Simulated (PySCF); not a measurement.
## How the functional moves excitation energies

Fluoromethylsilane, CH₅FSi.
InChI=1S/CH5FSi/c1-3-2/h3H2,1H3

Linear-response calculations in the def2-SVPD basis (PySCF; singlets by full response, triplets Tamm–Dancoff, core orbitals frozen in the response; HF means time-dependent Hartree–Fock). 'Strongest' is the level of largest summed f among the singlets computed (10 roots, of which the last may lack a degenerate partner); it can jump between rows when another state enters that window. S1 is the lowest singlet of each run and needn't be the same state throughout; f(S1) is that of one state. Geometry: PBE0-D3(BJ)/def2-SVP; no solvent, vibrations or thermal averaging.

```
functional                               kind  S1 (eV)  f(S1)  strongest (eV)  T1 (eV)  HOMO (eV)  gap (eV)  ionisation energy, ΔSCF (eV)
       LDA                                LDA     7.23  0.007            9.19     6.83      -7.91      7.04                         11.39
       PBE                                GGA     7.37  0.003            9.30     6.92      -7.90      7.25                         11.37
     B3LYP  global hybrid, 20% exact exchange     7.84  0.005            9.29     7.40      -9.09      9.06                         11.65
      PBE0  global hybrid, 25% exact exchange     7.96  0.006            9.53     7.37      -9.31      9.52                         11.64
 BHandHLYP  global hybrid, 50% exact exchange     8.43  0.008           10.90     7.83     -10.63     11.60                         11.82
 CAM-B3LYP             range-separated hybrid     8.07  0.007           10.56     7.52     -10.73     11.83                         11.81
   wB97X-D             range-separated hybrid     8.15  0.009            9.93     7.70     -11.21     13.20                         11.75
        HF                       Hartree–Fock     9.24  0.021           10.97     8.26     -12.68     15.17                   not settled
```

Problem. What does LC-wPBE (range-separated hybrid) give?

Solution. S1 (eV) 8.30, f(S1) 0.009, strongest (eV) 10.35, T1 (eV) 7.61, HOMO (eV) -12.09, gap (eV) 14.30, ionisation energy, ΔSCF (eV) 11.93. S1 runs from 7.23 eV (LDA) to 9.24 eV (HF), a spread of 2.02 eV, while the orbital gap spreads over 8.1 eV. Along PBE (0%), B3LYP (20%), PBE0 (25%), BHandHLYP (50%), HF (100%) S1 rises with the share of exact exchange. −ε(HOMO) comes closest to its own ΔSCF ionisation energy with LC-wPBE (+0.16 eV) and misses most with LDA (-3.49 eV). 'Not settled' means that the ion's SCF failed to converge or may have ended in another state than the lowest.
